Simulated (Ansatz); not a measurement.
NO, doublet: reading a ladder of total energies

Geometry: MP2(full)/6-31G*, from the G2/97 set.

```yaml
atoms:
  - { symbol: N, position_ang: [0.0000, 0.0000, 0.0000] }
  - { symbol: O, position_ang: [0.0000, 0.0000, 1.1427] }
```

Basis STO-3G; Ansatz 0.2.0. Only valence electrons are correlated (noble-gas cores frozen), which leaves 11 electrons in 8 orbitals. R marks a restricted (for open shells ROHF) determinant.

Full CI is exact within this basis and frozen core; it isn't the basis-set limit.

Runs differ by some tens of microhartree through their thresholds and, for an open shell, their frozen cores, so steps under 0.03 kcal/mol mean nothing.

```tsv
level	total energy (hartree)
RHF	-127.524334
RMP2	-127.643129
RCCSD	-127.650546
RCCSD(T)	-127.653736
RCCSDT	-127.654635
RCCSDT(Q)	-127.655194
RCCSDTQ	-127.655251
full CI	-127.655343
```

Problem. What is the correlation energy at full CI, and what share of it do RMP2 and RCCSDT recover?

Solution. E(corr) = -127.655343 − (-127.524334) = -0.131009 hartree = -3.565 eV. RMP2: -0.118795 / -0.131009 = 90.68 %. RCCSDT: -0.130301 / -0.131009 = 99.46 %.

Problem. By how many kcal/mol does RCCSD(T) miss full CI (1 hartree = 627.509 kcal/mol), and which steps make up the rest?

Solution. -127.653736 − (-127.655343) = 0.001607 hartree = 1.01 kcal/mol. Steps: RCCSDT − RCCSD(T) = -0.56, RCCSDT(Q) − RCCSDT = -0.35, RCCSDTQ − RCCSDT(Q) = -0.04, full CI − RCCSDTQ = -0.06 kcal/mol. With more than one leading determinant such errors change with state and geometry, and needn't cancel in differences.
